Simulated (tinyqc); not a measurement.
Worked calculation (part 2 of 2): RHF in the sto-3g basis, for H2F+, spin multiplicity 1. Computed by tinyqc, a small Python program that keeps every step (integrals from PySCF). Command: `OMP_NUM_THREADS=1 python tinyqc.py 22984 22985 out.jsonl` (the two numbers bound the seeds that draw the settings). One thread of a shared host (Intel(R) Xeon(R) Processor @ 2.60GHz), about 0.07 s of CPU time with the checks.

Geometry (angstrom):
```
atom       x        y       z
F     0.0000   0.0000  0.0000
H     0.0000   0.8260  0.4680
H     0.0000  -0.8260  0.4680
```

## Convergence

Stop when the energy changes by less than 1e-10 hartree and every element of the error matrix X^T (F D S - S D F) X is below 3e-06.

Course of the cycle:
```
iteration  E (hartree)     change  largest element of the error matrix
1           -37.572600          -                             3.39e-01
2           -98.016300  -6.04e+01                             6.53e-01
3           -98.860152  -8.44e-01                             3.19e-02
4           -98.860992  -8.41e-04                             3.84e-03
5           -98.861012  -1.95e-05                             1.01e-03
6           -98.861015  -2.88e-06                             1.43e-04
7           -98.861015  -3.67e-08                             2.59e-05
8           -98.861015  -9.96e-10                             2.81e-08
9           -98.861015  -1.14e-13                             1.36e-08
```

PySCF RHF in the same basis = -98.861015 hartree

Converged in 9 iterations.

## Populations, bond orders and dipole

D after iteration 9, order 1F 1s, 1F 2s, 1F 2px, 1F 2py, 1F 2pz, 2H 1s, 3H 1s:
$$\begin{pmatrix}
2.1105 & -0.4601 & 0.0000 & 0.0000 & 0.0660 & -0.0300 & -0.0300 \\
-0.4601 & 1.9611 & 0.0000 & 0.0000 & -0.3792 & 0.0480 & 0.0480 \\
0.0000 & 0.0000 & 2.0000 & 0.0000 & 0.0000 & 0.0000 & 0.0000 \\
0.0000 & 0.0000 & 0.0000 & 1.0662 & 0.0000 & 0.4899 & -0.4899 \\
0.0660 & -0.3792 & 0.0000 & 0.0000 & 1.6488 & 0.3433 & 0.3433 \\
-0.0300 & 0.0480 & 0.0000 & 0.4899 & 0.3433 & 0.3053 & -0.1449 \\
-0.0300 & 0.0480 & 0.0000 & -0.4899 & 0.3433 & -0.1449 & 0.3053
\end{pmatrix}$$

overlap S, order 1F 1s, 1F 2s, 1F 2px, 1F 2py, 1F 2pz, 2H 1s, 3H 1s:
$$\begin{pmatrix}
1.0000 & 0.2380 & 0.0000 & 0.0000 & 0.0000 & 0.0458 & 0.0458 \\
0.2380 & 1.0000 & 0.0000 & 0.0000 & 0.0000 & 0.4274 & 0.4274 \\
0.0000 & 0.0000 & 1.0000 & 0.0000 & 0.0000 & 0.0000 & 0.0000 \\
0.0000 & 0.0000 & 0.0000 & 1.0000 & 0.0000 & 0.2940 & -0.2940 \\
0.0000 & 0.0000 & 0.0000 & 0.0000 & 1.0000 & 0.1666 & 0.1666 \\
0.0458 & 0.4274 & 0.0000 & 0.2940 & 0.1666 & 1.0000 & 0.2056 \\
0.0458 & 0.4274 & 0.0000 & -0.2940 & 0.1666 & 0.2056 & 1.0000
\end{pmatrix}$$

Mulliken: Z minus the diagonal of D S on the atom; Loewdin: the same with S^(1/2) D S^(1/2); Mayer order: 2 sum_s sum (D(s) S)_ij (D(s) S)_ji over the two atoms.

Charges (e):
```
atom  Mulliken  Loewdin
1F     -0.0083   0.1715
2H      0.5042   0.4142
3H      0.5042   0.4142
```

Mayer bond orders:
```
pair   order
2-1   0.7234
3-1   0.7234
3-2   0.0225
```

dipole moment about the origin, x y z (debye): [0.0000, 0.0000, 2.6376]
